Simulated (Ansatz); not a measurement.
## HBC, triplet in 6-31G: errors against full CI

Geometry: a point of a stretch scan, not a stationary point.

```yaml
atoms:
  - { symbol: B, position_ang: [0.0000, 0.0000, -0.2534] }
  - { symbol: C, position_ang: [0.0000, 0.0000, -1.7023] }
  - { symbol: H, position_ang: [0.0000, 0.0000, 1.9556] }
```

Basis 6-31G; Ansatz 0.2.0. Only valence electrons are correlated (noble-gas cores frozen), which leaves 8 electrons in 18 orbitals. Prefix R: restricted or restricted open-shell reference; prefix U: unrestricted. Active spaces: pair = (4e, 4o) about the gap; valence = (8e, 9o) chosen from the atoms' valence shells.

Full CI is exact within this basis and frozen core; it isn't the basis-set limit. The frozen core follows each run's orbitals, which can shift R against U totals by a few meV.

Unrestricted rows (U) aren't spin-pure: their determinants' ⟨S²⟩ exceeds S(S+1) by up to 0.74, so they mix in states of higher spin. For open shells CISD and CISDTQ are restricted-active-space CI with the open shells as a complete middle space.

The UHF ⟨S²⟩ is 2.745. The T1 diagnostic (RCCSD) is 0.0637, the largest doubles amplitude (RCCSD) is 0.207 and the T1 diagnostic (UCCSD) is 0.0719.

```csv
level,E − E(full CI) (kJ/mol),share of correlation (%),wall time
RHF,464.1,0.00,–
UHF,340.7,26.57,–
RMP2,155.3,66.53,–
UMP2,118.3,74.52,–
CISD,69.7,84.98,0.57 s
RCCSD*,31.9,93.13,–
UCCSD*,28.0,93.96,–
RCCSD(T)*,10.6,97.72,1.1 s
UCCSD(T)*,12.1,97.40,1.5 s
BCCD(T)*,11.6,97.49,1.2 s
RCCSDT,2.7,99.42,–
UCCSDT,2.4,99.49,–
CISDTQ,3.2,99.31,3.8 s
RCCSDT(Q),0.2,99.95,3.1 s
UCCSDT(Q),0.0,100.00,3.7 s
RCCSDTQ,0.2,99.97,27 s
UCCSDTQ,0.1,99.98,31 s
CASSCF (pair space),300.6,35.23,–
NEVPT2 (pair space),88.2,81.00,0.24 s
MRCISD (pair space),29.1,93.73,–
MRCISD+Q (pair space),1.3,99.72,0.48 s
CASSCF (valence space),97.4,79.01,–
NEVPT2 (valence space),27.0,94.17,2.4 s
MRCISD (valence space),2.7,99.41,–
MRCISD+Q (valence space),0.7,99.85,3.4 s
```

An asterisk marks runs whose energy the program itself flagged as in doubt.

The correlation energy at full CI, counted from RHF, is -4.810 eV. That run took 20 s on 1 thread of Arm Neoverse V2, shared host over 2,340,352 determinants.

Times hold each run's SCF and search for its determinant on a shared host, so for small cases they say little of a method's own cost; they ran on 1 thread of Arm Neoverse V2.

The full-CI state has the irrep A2 of C2v, in the program's axes (one component, if the state is degenerate).

Natural occupations of full CI about the gap: 1.968 1.907 1.683 0.975 0.975 0.332 0.054 0.054 0.021 0.011; effectively unpaired electrons, Σ n²(2−n)², 2.65.
